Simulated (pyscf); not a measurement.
Structures and frequencies: ωB97X-D3(BJ)/def2-SVP in PySCF.

**Question.** For the elementary gas-phase step HS–Ga(Cl)–Cl + H• -> H₂S + [Cl–Ga–Cl]• (doublet surface; Ga–S broken, H–S formed), what barrier and reaction energy does ωB97X-D3(BJ)/def2-TZVP give, measured from the separated reactants?

**Answer.** ΔE‡ = 5.2 kcal/mol, ΔE = -7.1 kcal/mol. ωB97M-D3(BJ)/def2-TZVP gives 4.4 kcal/mol and -13.0 kcal/mol. Zero-point energy shifts the barrier by +1.0 kcal/mol. It is a substitution at S, with an imaginary mode of 839i cm⁻¹. On the product side the descent ends in an adduct with a Ga–S contact, 13.1 kcal/mol under the separated species and 25.4 kcal/mol under the saddle at ωB97X-D3(BJ)/def2-TZVP. What is counted as broken (Ga–S) persists as a longer contact in the product adduct; parting that adduct is a step of its own. This is the saddle that the search found; another between the same sides may lie lower. The angle at the attacked S is 153°. Elements up to Kr have no core potential and no relativistic terms here.
